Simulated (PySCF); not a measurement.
C2H4. Atoms are numbered in the order given.

```xyz
6

C      0.0000     0.0000    -0.6628
C      0.0000     0.0000     0.6628
H      0.0000    -0.9234    -1.2322
H      0.0000     0.9234    -1.2322
H      0.0000     0.9234     1.2322
H      0.0000    -0.9234     1.2322
```
Charge 0, spin multiplicity 1.

Geometry: r2SCAN-D4/def2-TZVP.

Computed with PySCF with TDA-CAM-B3LYP/def2-TZVPD.

Vertical excitations. Gas-phase values at a fixed geometry. State labels are in the subgroup D2h.

Computed lowest excited states:
| state | symmetry | energy (eV) | λ (nm) | f | main pairs |
|---|---|---|---|---|---|
| S1 | B3u | 7.30 | 170 | 0.083 | HOMO→LUMO+1 98 % |
| S2 | B2g | 8.01 | 155 | 0.000 | HOMO→LUMO+2 98 % |
| S3 | B1g | 8.14 | 152 | 0.000 | HOMO−1→LUMO 93 % |
| S4 | B1u | 8.18 | 152 | 0.530 | HOMO→LUMO 92 % |
| S5 | B1g | 8.44 | 147 | 0.000 | HOMO→LUMO+3 92 % |
| S6 | B3g | 9.49 | 131 | 0.000 | HOMO−1→LUMO+1 97 % |
| S7 | B3u | 9.62 | 129 | 0.093 | HOMO→LUMO+5 95 % |
| S8 | B2g | 9.68 | 128 | 0.000 | HOMO−2→LUMO 97 % |
| S9 | Au | 10.00 | 124 | 0.000 | HOMO→LUMO+4 98 % |
| S10 | B2u | 10.17 | 122 | 0.116 | HOMO−1→LUMO+2 96 % |
| T1 | B1u | 4.44 | 279 | 0 | HOMO→LUMO 95 % |
| T2 | B3u | 7.16 | 173 | 0 | HOMO→LUMO+1 96 % |
| T3 | B1g | 7.58 | 163 | 0 | HOMO−1→LUMO 96 % |
| T4 | B2g | 7.89 | 157 | 0 | HOMO→LUMO+2 97 % |
Triplets are in the Tamm–Dancoff approximation.
